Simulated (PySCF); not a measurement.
Energy profile

The step: CH₆BN ([CH3][BH][NH2]) → BNH₂ ([BH][NH]) + CH₄; bonds formed: C2–H4; bonds broken: B1–C2, N3–H4 (atoms numbered as in the saddle structure below).

```
9
angstrom
B -0.6258 -0.0680 -0.5564
C 0.4274 0.5744 0.7640
N -0.0978 -1.2253 -0.9724
H 0.5451 -0.5140 0.0645
H -1.5288 0.6974 -0.7280
H 1.3476 0.1634 1.2075
H 0.6862 1.5470 0.3492
H -0.3008 0.6537 1.5694
H -0.4531 -1.8287 -1.6979
```

Electronic energies by CCSD(T) at an estimated basis limit (MP2 extrapolated from triple and quadruple zeta, plus CCSD(T) − MP2 in triple zeta), on PBE0-D4/def2-TZVP structures; CH₆BN, closed shell; no counterpoise correction. PySCF 2.14 with density fitting (its default auxiliary sets; JK sets also for MP2 and CCSD(T)); basis: def2-TZVPP and def2-QZVPP; cores frozen in the correlated methods. Extrapolation: Hartree–Fock as exp(−7.88 √X), correlation as X^−2.97.

(1) Give the profile in kJ/mol, counted from the start structure. (To be estimated.)

T1 diagnostic: at most 0.017.

Results:

(1) The calculation gives:
| point | kJ/mol |
| --- | --- |
| start structure | 0.0 |
| saddle | 339.7 |
| end structure | 132.4 |
| separated: BNH₂ (linked as [BH][NH]; B1, N3, H5, H9; singlet) + CH₄ (C2, H4, H6, H7, H8; singlet) | 134.9 |

For scale, one of the runs: CCSD(T)/def2-TZVPP, 177 basis functions, launched by `OMP_NUM_THREADS=4 python run.py`. Time: 3 min of wall clock on 4 CPU threads of an Arm Neoverse V1; the host was shared. Peak host memory: 1.5 GiB.
